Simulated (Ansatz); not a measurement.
# SiH2S2: taking an electron away

An exercise on one series of results from a longer session: the logs are not shown, and one member is left open.

Program: Ansatz 0.2.0, Gaussian basis. Level of theory: unrestricted cation, the program's frozen cores in correlated methods. These are calculated values, not measurements.

The runs, in order: UKS PBE-D4/def2-TZVPP; UKS r2SCAN-D4/def2-TZVPP; UKS PBE0-D4/def2-TZVPP; UKS B3LYP-D4/def2-TZVPP; UKS wB97X-V/def2-TZVPP; UKS wB97M-V/def2-TZVPP; UKS B2PLYP/def2-TZVPP; UHF-CCSD(T)/def2-TZVPP; UHF-MP2/def2-QZVPP; extrapolation to the limit; then −ε(HOMO) from the neutral's earlier runs with LDA (SPW92), PBE-D4, revPBE-D4, BLYP-D4, r2SCAN-D4, B97M-V, PBE0-D4, B3LYP-D4, r2SCANh-D4, r2SCAN0-D4, HSE06-D4, BHLYP-D4, CAM-B3LYP-D4, LC-ωPBE, ωB97X-V, ωB97M-V.

## Structure used throughout

An earlier PBE0-D4 in a triple-zeta def2 set relaxation fixed the geometry.

SMILES `[SiH2]1SS1`, 5 atoms, charge 0, spin multiplicity 1.

Atoms are counted from 1 here; the program's logs count them from 0.

Bond lengths: Si1–S2 2.095 Å, Si1–S3 2.095 Å, Si1–H4 1.477 Å, Si1–H5 1.477 Å, S2–S3 2.151 Å. Angles: S2–Si1–S3 61.8°, S2–Si1–H4 118.1°, S2–Si1–H5 118.1°, S3–Si1–H4 118.1°, S3–Si1–H5 118.1°, H4–Si1–H5 113.5°, Si1–S2–S3 59.1°, Si1–S3–S2 59.1°.

Set-up of the first run:

File in.yaml:

```yaml
crystal:
  periodic: [false, false, false]
  atoms:
    - {symbol: Si, position_ang: [-0.240247, 0.214394, -0.210251]}
    - {symbol: S, position_ang: [1.730736, -0.309945, 0.266533]}
    - {symbol: S, position_ang: [0.066736, -1.347206, 1.151438]}
    - {symbol: H, position_ang: [-0.743894, -0.126035, -1.556382]}
    - {symbol: H, position_ang: [-0.763429, 1.495092, 0.307161]}
basis:
  gaussian: {orbitals: def2-TZVPP}
total_charge: 1
magnetization: {spin_polarized: true, initial_magnetization: 1}
hamiltonian: {xc: pbe, dispersion: d4}
```

On the command line:

```sh
$ ansatz run in.yaml --threads 2 --pin off --events-out ev --progress --plain --max-ram 4352MiB
```

Among the steps run: Cation, UKS PBE-D4/def2-TZVPP; Cation, UKS r2SCAN-D4/def2-TZVPP; Cation, UKS PBE0-D4/def2-TZVPP; Cation, UKS B3LYP-D4/def2-TZVPP; Cation, UKS wB97X-V/def2-TZVPP; Cation, UKS wB97M-V/def2-TZVPP; Cation, UKS B2PLYP (frozen core)/def2-TZVPP; Cation, UHF-CCSD(T)/def2-TZVPP; Cation, UHF-MP2/def2-QZVPP.

One table of the session follows, with a row left open; its other results are not shown here.

It belongs to the step «Ionisation energies side by side». Orbital estimates, from the neutral's runs:

| functional | −ε(HOMO) (eV) |
| --- | --- |
| LDA (SPW92) | 5.39 |
| PBE-D4 | 5.27 |
| revPBE-D4 | ? |
| BLYP-D4 | 5.09 |
| r2SCAN-D4 | 5.51 |
| B97M-V | 5.60 |
| PBE0-D4 | 6.45 |
| B3LYP-D4 | 6.19 |
| r2SCANh-D4 | 5.94 |
| r2SCAN0-D4 | 6.59 |
| HSE06-D4 | 6.05 |
| BHLYP-D4 | 7.45 |
| CAM-B3LYP-D4 | 7.71 |
| LC-ωPBE | 9.10 |
| ωB97X-V | 8.74 |
| ωB97M-V | 8.57 |

**Question.** Estimate the row for revPBE-D4.

As computed: −ε(HOMO) (eV): 5.23. In the column «−ε(HOMO) (eV)» it lies between BLYP-D4 (5.09) and PBE-D4 (5.27).
